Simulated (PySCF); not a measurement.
# Vibration and rotation of NaN⁺

UHF-CCSD(T) constants of NaN⁺, ⁴Σ⁻ (quartet), unpaired electrons σ ↑, π ↑↑ (Na pcseg-1, N pcseg-1; no relativity (PySCF 2.14); masses 22.9898 and 14.0031 u):

| Quantity | Value |
| --- | --- |
| ωe | 109.6 cm⁻¹ |
| ωexe | 4.33 cm⁻¹ |
| Be | 0.24107 cm⁻¹ |
| αe | 0.0107 cm⁻¹ |
| De to Na⁺ + N | 0.092 eV |

Task: What force constant and bond length do these constants imply?

Result: Reduced mass μred = 8.7024 u; k = 5.8918×10⁻⁷·μred·ωe² (u, cm⁻¹, mdyn/Å) = 0.0616 mdyn/Å; Re = √(16.8576/(μred·Be)) (u, cm⁻¹, Å) = 2.835 Å.

Task: Estimate the centrifugal constant D from the Kratzer relation and find the Dunham coefficient a1.

Result: D = 4Be³/ωe² = 4.67e-06 cm⁻¹; a1 = −1 − αeωe/(6Be²) = -4.36.

Correlated steps freeze 2 core orbitals. The bond is weak. Basis-set superposition, not corrected here, can be much of De in a small basis, most of all at correlated wavefunction levels. For an ion De counts to the pair picked by the measured ionisation energies or electron affinities, which need not be the lowest pair at this level. The state is the lowest determinant that a PBE0 search found; another state may lie lower at other levels.
